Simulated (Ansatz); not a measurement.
**Relative stability**

The two ends of one reaction step of Si₂H₈S, closed shell (PBE0-D4/def2-TZVP).

A:

```
11
angstrom
Si -1.1117 -0.5644 1.5322
S 0.8677 -0.6803 2.3246
H -1.2801 0.6162 0.6454
H -1.4715 -1.7864 0.7701
H -1.9910 -0.4255 2.7178
H 1.1822 1.6474 -0.7513
Si 0.7055 0.7401 -1.8245
H 1.4526 -0.8281 1.1237
H -0.6582 1.1352 -2.2546
H 1.6342 0.7985 -2.9811
H 0.6704 -0.6527 -1.3025
```

B:

| atom | x (Å) | y (Å) | z (Å) |
| --- | --- | --- | --- |
| Si1 | -1.4829 | -0.3875 | 0.2022 |
| S2 | 1.7365 | -0.1018 | 2.2676 |
| H3 | -2.8474 | -0.5870 | -0.3628 |
| H4 | -1.0151 | -1.6819 | 0.7615 |
| H5 | -1.5685 | 0.6252 | 1.2857 |
| H6 | 2.1219 | 1.0747 | 1.7511 |
| Si7 | -0.0835 | 0.3401 | -1.5251 |
| H8 | 2.4759 | -0.7907 | 1.3854 |
| H9 | -0.5987 | 1.6153 | -2.0946 |
| H10 | 1.3101 | 0.5690 | -1.0583 |
| H11 | -0.0483 | -0.6754 | -2.6130 |

Computed with Ansatz 0.2.0 (basis: def2-TZVPP); correlated methods freeze the cores. B3LYP uses VWN-RPA correlation.

**Question.** Which structure is lower at CCSD(T), and by how much? (To be estimated.)

**Answer.** Computed: A, by 0.524 eV (electronic energy, against the other). By their contacts, A is a complex of SiH₄S ([SiH3][SH]) + SiH₄ and B is a complex of Si₂H₆ ([SiH3][SiH3]) + H₂S.

All methods give the same order:

```tsv
method	E(B) − E(A) (eV)
SPW92	0.416
PBE-D4	0.429
BLYP-D4	0.502
r2SCAN-D4	0.513
B97M-V	0.482
PBE0-D4	0.465
B3LYP-D4	0.523
r2SCAN0-D4	0.529
BHLYP-D4	0.566
CAM-B3LYP-D4	0.535
wB97X-V	0.518
wB97M-V	0.563
B2PLYP	0.555
PBE-QIDH	0.537
RPA on PBE	0.516
HF	0.627
MP2	0.614
CCSD	0.528
CCSD(T)	0.524
```

T1 diagnostic: at most 0.012.

Labels in which every atom is bracketed show which atoms are joined, not bond orders.

For scale, one of the runs: CCSD(T)/def2-TZVPP, 238 basis functions, launched by `ansatz run in.yaml --threads 4 --pin off --events-out ev --progress --plain --max-ram 9574MiB`. Hardware: 4 CPU threads of an Arm Neoverse V2, shared host. Wall time 50 s; peak host memory 3.9 GiB.
